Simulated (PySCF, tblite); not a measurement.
# C₃H₃N₃: changes of charge, part 1 of 2

What do calculations give for the changes of charge of C₃H₃N₃ (`c1cnnnc1`)?

Computed with tblite 0.8.0 and PySCF 2.14.0 and routines of our own; the level stands in each step. Atoms count from 0.

## 1. The system as given

9 atoms, charge 0, multiplicity 1; geometry from: start built from the parent or by distance geometry.

## 2. Optimising the geometry with GFN2-xTB

What the job is given:

```
{"job": {"kind": "relax", "xc": "GFN2-xTB", "basis": "xTB"}, "charge": 0, "multiplicity": 1}
C      0.040900     0.830000    -0.032000
C      1.193500     0.130400    -0.003200
N      1.127900    -1.227100     0.064800
N     -0.050600    -1.843400     0.038800
N     -1.207700    -1.220100     0.027000
C     -1.201600     0.142900    -0.037000
H      0.064300     1.908500    -0.071600
H      2.194800     0.613600     0.028600
H     -2.134400     0.677300    -0.065800
```

Launch:

```sh
OMP_NUM_THREADS=1 python redox_run.py task.json out
```

The driver reads the jobs from task.json and runs them one after another.

The log of the run:

```text
step      E/eV     max force
  0    -452.45401    2.503
  1    -452.62033    1.428
  2    -452.66490    0.708
  3    -452.69420    0.537
  4    -452.70665    0.372
  5    -452.71207    0.232
  6    -452.71588    0.217
  7    -452.71793    0.147
  8    -452.71883    0.076
  9    -452.71945    0.071
 10    -452.71980    0.055
 11    -452.71991    0.018
 12    -452.71993    0.011
 13    -452.71994    0.009
```

Run time: 0.08 s. Hardware: 1 thread of Arm Neoverse N1, shared host.

Relaxation path:

```
step  energy from step 0 (eV)  largest force (eV/Å)
   0                   0.0000                2.5030
   1                  -0.1663                1.4284
   2                  -0.2109                0.7083
   3                  -0.2402                0.5369
   4                  -0.2526                0.3718
   5                  -0.2581                0.2323
   6                  -0.2619                0.2174
   7                  -0.2639                0.1468
   8                  -0.2648                0.0758
   9                  -0.2654                0.0714
  10                  -0.2658                0.0553
  11                  -0.2659                0.0183
  12                  -0.2659                0.0114
  13                  -0.2659                0.0088
```

Distances of close pairs at the start and the end, largest changes first:

```
 bond  before (Å)  after (Å)  change (Å)
N2–N3       1.330      1.289      -0.041
C0–C1       1.349      1.389      +0.040
N4–C5       1.365      1.326      -0.038
C1–N2       1.361      1.326      -0.035
C0–C5       1.420      1.389      -0.031
C1–H7       1.112      1.081      -0.031
N3–N4       1.314      1.289      -0.025
C5–H8       1.075      1.081      +0.006
```

The next job starts from the end point, and lists it.

## 3. Infrared spectrum with GFN2-xTB

What the job is given:

```
{"job": {"kind": "ir", "xc": "GFN2-xTB", "basis": "xTB"}, "charge": 0, "multiplicity": 1}
C      0.021334     0.876566    -0.036428
C      1.173214     0.102521     0.014127
N      1.107705    -1.221537     0.053870
N     -0.035210    -1.818289     0.050827
N     -1.152420    -1.175693     0.013305
C     -1.162008     0.149797    -0.031254
H      0.044825     1.953881    -0.075179
H      2.166824     0.528821     0.023490
H     -2.137141     0.615920    -0.063118
```

The log of the run:

```text
mode    cm-1     km/mol
  1     208.0      0.67
  2     276.7      0.00
  3     634.7      6.56
  4     641.7      0.54
  5     731.3      5.24
  6     780.0      1.01
  7     927.3      0.23
  8     928.9      0.00
  9    1044.4      4.34
 10    1058.1     15.12
 11    1098.1      0.00
 12    1104.2     13.96
 13    1135.2      9.32
 14    1178.2      1.90
 15    1346.8      6.45
 16    1364.3      4.10
 17    1501.1     72.36
 18    1504.2      1.70
 19    3064.1      3.88
 20    3064.9     34.48
 21    3091.8     28.59
ZPE 159.606  H(298)-E 174.086  G(298)-E 88.497 kJ/mol  S 287.07 J/(mol K)
```

Wall time 0.27 s (1 thread of Arm Neoverse N1, shared host).

Which atoms move in the most intense modes:

```csv
cm⁻¹,km/mol,atoms
635,6.6,"N4 23 %, N2 23 %, C1 20 %, C5 20 %"
1058,15.1,"N3 45 %, N2 14 %, N4 14 %"
1104,14.0,"C0 22 %, C1 18 %, C5 18 %, N2 11 %"
1135,9.3,"N3 29 %, H7 28 %, H8 28 %"
1347,6.5,"N4 28 %, N2 28 %, N3 12 %"
1501,72.4,"C0 45 %, C1 16 %, C5 15 %"
3065,34.5,"H7 66 %, H8 26 %"
3092,28.6,H6 87 %
```

## 4. Relaxing the molecule at PBE0-D3(BJ)/def2-SVP

The job, as its differences from that of step 3:

```diff
@@ -1,2 +1,2 @@
-{"job": {"kind": "ir", "xc": "GFN2-xTB", "basis": "xTB"}, "charge": 0, "multiplicity": 1}
+{"job": {"xc": "PBE0", "basis": "def2-SVP", "d3": "d3bj", "grid": 1, "kind": "geom"}, "charge": 0, "multiplicity": 1}
 C      0.021334     0.876566    -0.036428
```

The log of the run:

```text
step   0  E = -279.77074251  max force = 0.027631
step   1  E = -279.77217904  max force = 0.002936
step   2  E = -279.77220182  max force = 0.000273
step   3  E = -279.77220177  max force = 0.000091
optimisation converged
```

Wall time 18 s (1 thread of Arm Neoverse N1, shared host).

The steps of the relaxation:

```
step  energy from step 0 (eV)  largest force component (eV/Å)
   0                   0.0000                          1.4208
   1                  -0.0391                          0.1510
   2                  -0.0397                          0.0140
   3                  -0.0397                          0.0047
```

Close pairs (by a distance rule), those that changed most:

```
 bond  before (Å)  after (Å)  change (Å)
N2–N3       1.289      1.310      +0.020
N3–N4       1.289      1.310      +0.020
C0–H6       1.078      1.092      +0.014
C1–H7       1.081      1.095      +0.013
C5–H8       1.081      1.095      +0.013
N4–C5       1.326      1.333      +0.007
C1–N2       1.326      1.333      +0.007
C0–C1       1.389      1.387      -0.002
```

The final coordinates are the input of the step that follows.

| at the end point | value |
| --- | --- |
| point group (found at 0.08 Å tolerance) | C2v |
| rotational constants (GHz, main isotopes) | 6.433, 6.317, 3.187 |
| dipole moment (D) | 4.97 |

## 5. Harmonic vibrations (C₃H₃N₃): PBE0-D3(BJ)/def2-SVP

What the job is given:

```
{"job": {"xc": "PBE0", "basis": "def2-SVP", "d3": "d3bj", "grid": 2, "kind": "hessian"}, "charge": 0, "multiplicity": 1}
C      0.022367     0.877677    -0.035851
C      1.170288     0.101762     0.017497
N      1.116730    -1.229291     0.062769
N     -0.039548    -1.844387     0.057970
N     -1.166717    -1.179225     0.008704
C     -1.159711     0.152859    -0.037733
H      0.047132     1.968600    -0.073031
H      2.174673     0.537165     0.025031
H     -2.143338     0.631778    -0.076686
```

The log of the run:

```text
coarse grid: 8304 points
cycle   1  E = -279.7191130818  dE =  1.055e+00  |g| = 3.241e-01  |ddm| = 3.670e+00
cycle   2  E = -279.7265722447  dE = -7.459e-03  |g| = 2.712e-01  |ddm| = 6.517e-01
cycle   3  E = -279.7382146680  dE = -1.164e-02  |g| = 1.235e-01  |ddm| = 2.896e-01
cycle   4  E = -279.7413148974  dE = -3.100e-03  |g| = 1.844e-02  |ddm| = 1.046e-01
cycle   5  E = -279.7413685739  dE = -5.368e-05  |g| = 1.062e-02  |ddm| = 2.372e-02
cycle   6  E = -279.7413938140  dE = -2.524e-05  |g| = 2.729e-03  |ddm| = 1.192e-02
cycle   7  E = -279.7413958696  dE = -2.056e-06  |g| = 4.130e-04  |ddm| = 3.149e-03
final grid: 82720 points
cycle   8  E = -279.7721924564  dE = -1.771e-05  |g| = 4.574e-03  |ddm| = 2.516e-02
cycle   9  E = -279.7721931887  dE = -7.322e-07  |g| = 4.418e-03  |ddm| = 1.029e-02
cycle  10  E = -279.7721978805  dE = -4.692e-06  |g| = 1.178e-03  |ddm| = 5.466e-03
cycle  11  E = -279.7721982430  dE = -3.626e-07  |g| = 1.936e-04  |ddm| = 1.265e-03
cycle  12  E = -279.7721982516  dE = -8.511e-09  |g| = 6.913e-05  |ddm| = 2.117e-04
cycle  13  E = -279.7721982525  dE = -9.148e-10  |g| = 1.663e-05  |ddm| = 5.772e-05
cycle  14  E = -279.7721982525  dE = -5.559e-11  |g| = 7.802e-06  |ddm| = 2.100e-05
converged SCF energy = -279.7721982525

mode    cm-1
  1     299.9
  2     372.7
  3     671.6
  4     688.4
  5     789.3
  6     835.6
  7     997.0
  8    1029.3
  9    1049.1
 10    1075.7
 11    1102.2
 12    1129.5
 13    1159.1
 14    1239.3
 15    1431.4
 16    1443.4
 17    1636.4
 18    1636.8
 19    3204.0
 20    3208.3
 21    3237.2
ZPE 168.892  H(298)-E 182.423  G(298)-E 98.617 kJ/mol  S 281.08 J/(mol K)
```

It took 2.6 min on 1 thread of Arm Neoverse N1, shared host; peak memory 1.4 GiB.

Zero-point energy 168.89 kJ/mol (xTB gave 159.61).

## 6. Single point (C3H3N3): wB97X-D3(BJ)/ma-def2-TZVP

Geometry: PBE0-D3(BJ)/def2-SVP.

The job, as its differences from that of step 5:

```diff
@@ -1,2 +1,2 @@
-{"job": {"xc": "PBE0", "basis": "def2-SVP", "d3": "d3bj", "grid": 2, "kind": "hessian"}, "charge": 0, "multiplicity": 1}
+{"job": {"kind": "sp", "xc": "wB97X", "basis": "ma-def2-TZVP", "d3": "d3bj", "grid": 2}, "charge": 0, "multiplicity": 1}
 C      0.022367     0.877677    -0.035851
```

The log of the run:

```text
coarse grid: 8304 points
cycle   1  E = -280.4692884502  dE =  1.287e+00  |g| = 4.253e-01  |ddm| = 2.736e+00
cycle   2  E = -280.5002316817  dE = -3.094e-02  |g| = 2.645e-01  |ddm| = 8.935e-01
cycle   3  E = -280.5123846108  dE = -1.215e-02  |g| = 7.671e-02  |ddm| = 2.361e-01
cycle   4  E = -280.5135475548  dE = -1.163e-03  |g| = 2.297e-02  |ddm| = 1.006e-01
cycle   5  E = -280.5136689194  dE = -1.214e-04  |g| = 5.415e-03  |ddm| = 4.056e-02
cycle   6  E = -280.5136788660  dE = -9.947e-06  |g| = 1.459e-03  |ddm| = 1.559e-02
final grid: 82720 points
cycle   7  E = -280.4945359006  dE = -3.651e-05  |g| = 2.166e-03  |ddm| = 6.131e-02
cycle   8  E = -280.4945367663  dE = -8.657e-07  |g| = 1.174e-03  |ddm| = 5.554e-03
cycle   9  E = -280.4945370651  dE = -2.988e-07  |g| = 3.119e-04  |ddm| = 1.139e-03
cycle  10  E = -280.4945370897  dE = -2.459e-08  |g| = 1.380e-04  |ddm| = 5.222e-04
cycle  11  E = -280.4945370941  dE = -4.440e-09  |g| = 2.563e-05  |ddm| = 1.594e-04
converged SCF energy = -280.4945370941
```

It took 15 s on 1 thread of Arm Neoverse N1, shared host; peak memory 0.69 GiB.

## 7. Single point (C₃H₃N₃+ (doublet)): wB97X-D3(BJ)/ma-def2-TZVP

Geometry: PBE0-D3(BJ)/def2-SVP, that of another charge or spin state.

The job, as its differences from that of step 6:

```diff
@@ -1,2 +1,2 @@
-{"job": {"kind": "sp", "xc": "wB97X", "basis": "ma-def2-TZVP", "d3": "d3bj", "grid": 2}, "charge": 0, "multiplicity": 1}
+{"job": {"kind": "sp", "xc": "wB97X", "basis": "ma-def2-TZVP", "d3": "d3bj", "grid": 2}, "charge": 1, "multiplicity": 2}
 C      0.022367     0.877677    -0.035851
```

The log of the run:

```text
final grid: 82720 points
cycle   1  E = -280.1297144066  dE = -1.372e-10  |g| = 1.350e-05  |ddm| = 1.830e-05
converged SCF energy = -280.1297144066
```

Wall time 93 s (1 thread of Arm Neoverse N1, shared host); peak memory 0.81 GiB.

## 8. Relaxing the molecule with GFN2-xTB

This step treats C₃H₃N₃+ (doublet), labelled `[CH]1C=NN=[N+]=C1` (the label fixes atoms and charge, not where charge and spin sit).

What the job is given:

```
{"job": {"kind": "relax", "xc": "GFN2-xTB", "basis": "xTB"}, "charge": 1, "multiplicity": 2}
C      0.038600     0.871600    -0.041100
C      1.159600     0.110400    -0.005500
N      1.134200    -1.236900     0.066000
N     -0.042000    -1.829800     0.037400
N     -1.169900    -1.183100     0.020000
C     -1.170700     0.151100    -0.046500
H      0.047600     1.974400    -0.084000
H      2.186100     0.546200     0.030100
H     -2.134300     0.624900    -0.077900
```

The log of the run:

```text
step      E/eV     max force
  0    -438.64596    3.793
  1    -439.01912    1.508
  2    -439.06885    0.987
  3    -439.10183    0.536
  4    -439.11162    0.318
  5    -439.11643    0.197
  6    -439.11858    0.106
  7    -439.11905    0.068
  8    -439.11923    0.035
  9    -439.11933    0.032
 10    -439.11940    0.027
 11    -439.11947    0.028
 12    -439.11953    0.019
 13    -439.11954    0.007
```

It took 0.08 s on 1 thread of Arm Neoverse N1, shared host.

The steps of the relaxation:

```
step  energy from step 0 (eV)  largest force (eV/Å)
   0                   0.0000                3.7932
   1                  -0.3732                1.5077
   2                  -0.4229                0.9866
   3                  -0.4559                0.5361
   4                  -0.4657                0.3182
   5                  -0.4705                0.1971
   6                  -0.4726                0.1062
   7                  -0.4731                0.0680
   8                  -0.4733                0.0348
   9                  -0.4734                0.0315
  10                  -0.4734                0.0270
  11                  -0.4735                0.0283
  12                  -0.4736                0.0190
  13                  -0.4736                0.0066
```

Close pairs (by a distance rule), those that changed most:

```csv
bond,before (Å),after (Å),change (Å)
N2–N3,1.317,1.234,-0.084
N3–N4,1.300,1.234,-0.067
C0–C1,1.355,1.395,+0.039
C1–H7,1.116,1.083,-0.033
C0–H6,1.104,1.084,-0.020
C1–N2,1.349,1.336,-0.013
C0–C5,1.408,1.395,-0.013
C5–H8,1.074,1.083,+0.009
```

The next job starts from the end point, and lists it.

## 9. Vibrational analysis with GFN2-xTB

What the job is given:

```
{"job": {"kind": "ir", "xc": "GFN2-xTB", "basis": "xTB"}, "charge": 1, "multiplicity": 2}
C      0.023413     0.838741    -0.042045
C      1.207881     0.104134     0.011937
N      1.102196    -1.227393     0.055606
N     -0.031483    -1.713571     0.047184
N     -1.143378    -1.180942     0.006198
C     -1.191566     0.153693    -0.042202
H      0.046852     1.921564    -0.082872
H      2.207186     0.521076     0.022630
H     -2.172102     0.611625    -0.078126
```

The log of the run:

```text
mode    cm-1     km/mol
  1     339.2      0.10
  2     343.3      0.01
  3     477.1    106.70
  4     678.2      0.00
  5     701.9      2.36
  6     776.8     48.22
  7     899.8      0.01
  8     917.0      0.02
  9     948.2      2.23
 10    1040.8     43.71
 11    1062.5      7.65
 12    1134.1      1.28
 13    1137.5     41.22
 14    1199.6      5.26
 15    1368.7     16.24
 16    1379.7     17.66
 17    1439.8      0.00
 18    1560.0    225.89
 19    3035.6     75.74
 20    3058.8     93.59
 21    3064.2     40.46
ZPE 158.879  H(298)-E 172.995  G(298)-E 86.805 kJ/mol  S 289.08 J/(mol K)
```

It took 0.29 s on 1 thread of Arm Neoverse N1, shared host.

The strongest bands and the atoms that carry them (share of the mass-weighted mode):

```csv
cm⁻¹,km/mol,atoms
477,106.7,"N2 29 %, N4 29 %, C1 17 %, C5 17 %"
777,48.2,"H6 41 %, H8 22 %, H7 22 %"
1041,43.7,H6 80 %
1138,41.2,"C5 16 %, C1 16 %, N3 15 %, N4 13 %"
1560,225.9,"N3 55 %, N4 14 %, N2 14 %"
3036,75.7,H6 85 %
3059,93.6,"H7 50 %, H8 42 %"
3064,40.5,"H8 47 %, H7 38 %"
```

(Continued in part 2 of 2.)
